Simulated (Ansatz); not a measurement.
C$_{2}$H$_{3}$FO$_{2}$ (`O=CC(O)F`). Total charge 0; spin multiplicity 1.

```json
{"atom": "O1", "x (Å)": "-0.693", "y (Å)": "-1.120", "z (Å)": "-1.153"}
{"atom": "C2", "x (Å)": "-0.539", "y (Å)": "-0.818", "z (Å)": "-0.004"}
{"atom": "C3", "x (Å)": "0.340", "y (Å)": "0.369", "z (Å)": "0.382"}
{"atom": "O4", "x (Å)": "0.949", "y (Å)": "0.909", "z (Å)": "-0.695"}
{"atom": "F5", "x (Å)": "-0.544", "y (Å)": "1.261", "z (Å)": "0.982"}
{"atom": "H6", "x (Å)": "-1.054", "y (Å)": "-1.340", "z (Å)": "0.823"}
{"atom": "H7", "x (Å)": "1.083", "y (Å)": "0.114", "z (Å)": "1.145"}
{"atom": "H8", "x (Å)": "0.457", "y (Å)": "0.624", "z (Å)": "-1.481"}
```

Question: Give the diagnostics of a CCSD(T)/def2-TZVPP run (frozen core, the Gaussian-basis code of Ansatz). (Best estimate.)

Answer: Computed: T1 = 0.0142, largest single amplitude 0.027, largest double 0.075, (T) share of the correlation energy 3.7 %, 11 CCSD cycles. The RHF solution is stable towards an unrestricted one. T1 lies under the customary mark of 0.02 for closed shells.
